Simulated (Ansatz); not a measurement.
**Which is lower?**

Two relaxed structures of Si₂H₂O, singlet (PBE0-D4/def2-TZVP; forces vanish, vibrations not checked).

A:

O1  (-0.136, -0.063, 0.227)
Si2  (-1.527, -0.691, -0.387)
Si3  (1.178, 0.465, 1.064)
H4  (-1.933, 0.559, -1.187)
H5  (2.221, 0.047, 0.014)
(Å)

B:

O1  (-1.572, -0.249, -0.966)
Si2  (-0.474, 0.255, -0.062)
Si3  (1.186, 0.611, 1.374)
H4  (0.023, -0.314, 1.886)
H5  (1.396, -0.577, 0.367)
(Å)

Program: Ansatz 0.2.0. Basis: def2-TZVPP. Cores are frozen in the correlated methods. B3LYP uses VWN-RPA correlation.

**Question.** Which structure is lower at CCSD(T), and by how much? (To be estimated.)

**Answer.** By the calculation: A, by 0.527 eV (electronic energy, against the other). By their contacts, A is Si₂H₂O ([SiH][O][SiH]) and B is Si₂H₂O ([O][Si][SiH2]).

All methods give the same order:

```
   method  E(B) − E(A) (eV)
   PBE-D4             0.027
r2SCAN-D4             0.102
  PBE0-D4             0.255
 B3LYP-D4             0.566
  wB97M-V             0.579
       HF             1.444
      MP2             0.286
     CCSD             0.741
  CCSD(T)             0.527
```

T1 diagnostic: at most 0.024. The restricted Hartree–Fock reference is unstable towards an unrestricted one at one or more of these structures.

Labels in which every atom is bracketed show which atoms are joined, not bond orders.

For scale, one of the runs: CCSD(T)/def2-TZVPP, 143 basis functions, launched by `ansatz run in.yaml --threads 2 --pin off --events-out ev --progress --plain --max-ram 4352MiB`. Time: 9 s of wall clock on 2 CPU threads of an Arm Neoverse V2; the host was shared. Peak host memory: 0.75 GiB.
